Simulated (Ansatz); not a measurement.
Job for Ansatz (a program for electronic structure): U-RI-MP2/aug-cc-pVQZ on HFCH3ts, 2S+1 = 2. Files ending in .json are basis or fitting sets from the Basis Set Exchange.

Ansatz 0.2 input:
```yaml
crystal:
  periodic: [false, false, false]
  atoms:
    - {symbol: H, position_ang: [-0.03976400, 0.00000000, 0.04410600]}
    - {symbol: F, position_ang: [-0.04932100, 0.00000000, 1.28255400]}
    - {symbol: C, position_ang: [-0.06154400, 0.00000000, 2.95115700]}
    - {symbol: H, position_ang: [0.99049700, 0.00000000, 3.19427500]}
    - {symbol: H, position_ang: [-0.59007000, 0.91235500, 3.18348100]}
    - {symbol: H, position_ang: [-0.59007000, -0.91235500, 3.18348100]}
basis:
  gaussian:
    orbitals: aug-cc-pVQZ
    fitting: {mean_field: def2-universal-JKFIT, correlation: aug-cc-pVQZ-RIFIT.json}
magnetization: {spin_polarized: true, initial_magnetization: 1}
correlation: {method: mp2, electrons: outside_noble_gas}
scf: {omitted_lower_state_checks: [cluster_reference]}
```

It printed:

```
WARN ansatz: RAYON_NUM_THREADS=2 ignored (pool sized by the plan → 2); use --threads N
Functional definition: HF
these checks for a lower state are left out or cut short: cluster_reference
integrals: 0.34 GiB planned
224 factors; integrals over basis functions are off by at most 6.1e0 eV
mean field: 0.94 GiB planned
mean field evaluation 1: about -3794.0568 eV, gradient 2.0e1 eV
mean field evaluation 2: about -3795.7359 eV, gradient 1.4e1 eV
mean field evaluation 4: about -3796.6719 eV, gradient 2.5e0 eV
mean field evaluation 8: about -3796.8558 eV, gradient 3.5e-3 eV
mean field -3796.85583425 eV, -139.5318783072 hartree, gradient 1.8e-6 eV, S^2 0.817684; 0 other end points of the search recorded, 0 dependent functions left out
2 core orbitals not correlated
656 factors; their error is unknown
reference -3796.85583425 eV, -139.5318783072 hartree; 8, 7 occupied and 334, 335 virtual orbitals, 656 factors
second order -13.41039172 eV of doubles, -0.00000000 eV of singles
Total energy: -3810.26622596 eV, -140.0247011130 hartree
Checks for a lower state left out: cluster_reference
```

The calculation finished and met its thresholds.

Cost: about 5 core-seconds (a rough figure).
